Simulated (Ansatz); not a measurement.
`CC1=CC(O)S1`, charge 0, multiplicity 1.

Problem. Give a relaxed structure at PBE0-D4/def2-TZVP (the Gaussian-basis code of Ansatz). (Best estimate.)

Solution. Computed: 
Z-matrix (Å, degrees):
```
C
C 1 1.476
H 1 1.091 2 110.7
H 1 1.093 2 110.9 3 120.8
H 1 1.094 2 110.5 3 -120.5
C 2 1.337 1 134.4 3 2.6
S 2 1.774 1 126.7 3 179.2
C 6 1.498 2 100.1 1 174.2
H 6 1.084 2 131.2 1 -1.4
O 8 1.375 6 119.9 2 124.2
H 8 1.091 6 114.6 2 -105.7
H 10 0.963 8 108.2 6 -43.2
```
This is one stationary point; other conformers may exist.
